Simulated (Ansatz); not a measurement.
Complex: C6H6 (SMILES c1ccccc1) (first 12 atoms) with H2O (SMILES O); geometry from S66by8 set.
(charge 0, multiplicity 1):
```xyz
15

C      0.7805    -0.6099    -1.2076
H      0.8965    -1.1377    -2.1441
C      0.4783     0.7510    -1.2079
H      0.3573     1.2782    -2.1441
C      0.3276     1.4319     0.0000
H      0.0918     2.4871     0.0000
C      0.4783     0.7510     1.2079
H      0.3573     1.2782     2.1441
C      0.7805    -0.6099     1.2076
H      0.8965    -1.1377     2.1441
C      0.9320    -1.2900     0.0000
H      1.1688    -2.3452     0.0000
O     -2.7862    -0.2741     0.0000
H     -2.6214    -1.2188     0.0000
H     -1.8989     0.0975     0.0000
```

Basis-set superposition error: the interaction energy with monomers in their own basis, and in the dimer's basis (counterpoise).

Programs: Ansatz (Gaussian orbitals). 

| level | uncorrected (kJ/mol) | counterpoise (kJ/mol) | difference |
|---|---|---|---|
| HF/aug-cc-pVDZ | -6.6 | -4.1 | 2.6 |
| SVWN5/def2-TZVPPD | -19.2 | -18.6 | 0.6 |
| BLYP/def2-TZVPPD | -2.4 | -2.0 | 0.5 |
| revPBE/def2-TZVPPD | -2.5 | -2.0 | 0.5 |
| B97M-V/def2-TZVPPD | -13.6 | -13.1 | 0.5 |
| wB97X-V/def2-TZVPPD | -14.3 | -14.0 | 0.3 |
| B2PLYP/def2-TZVPPD | -9.7 | -8.5 | 1.2 |
| SCS-MP2/aug-cc-pVDZ | -17.2 | -10.0 | 7.2 |
| SCS-MP2/aug-cc-pVTZ | -15.0 | -11.3 | 3.7 |
| CCSD(T)/aug-cc-pVDZ | -18.9 | -11.3 | 7.6 |

The error is largest for CCSD(T)/aug-cc-pVDZ (7.6 kJ/mol) and smallest for wB97X-V/def2-TZVPPD (0.3 kJ/mol).

Ansatz is a first-principles code.
